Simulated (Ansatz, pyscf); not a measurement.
:HC–OH (SMILES [CH]O) [singlet] → H₂C=O (SMILES C=O), a hydrogen shift on the singlet surface: H–O broken, C–H formed. Optimised with ωB97X-D3(BJ)/def2-SVP in PySCF. Wave-function energies: Ansatz (a quantum-chemistry and plane-wave program), frozen core, RHF or UHF references. In kcal/mol, from the reactant's lowest minimum found.

```csv
level,barrier,reaction energy
M06-2X/def2-TZVP,35.24,-51.43
ωB97M-D3(BJ)/def2-TZVP,34.76,-50.73
CCSD(T)/cc-pV(D+d)Z,35.10,-52.22
CCSDT(Q)/cc-pV(D+d)Z,34.64,-52.22
CCSD(T)/cc-pV(T+d)Z,34.59,-51.54
CCSD(T)/cc-pV(Q+d)Z,34.54,-51.66
```

In cc-pV(D+d)Z, going from CCSD(T) to CCSDT(Q) shifts the barrier by -0.46 and the reaction energy by +0.01 kcal/mol. With HF in the quadruple-zeta basis and the correlation energy extrapolated as X⁻³ from X = 3, 4, CCSD(T) gives 34.54 and -51.71; adding the double-zeta shift gives ΔE‡ = 34.08 and ΔE = -51.70 kcal/mol, without core correlation, relativity or geometry relaxation at these levels. One saddle was located; it need not be the lowest between these sides.
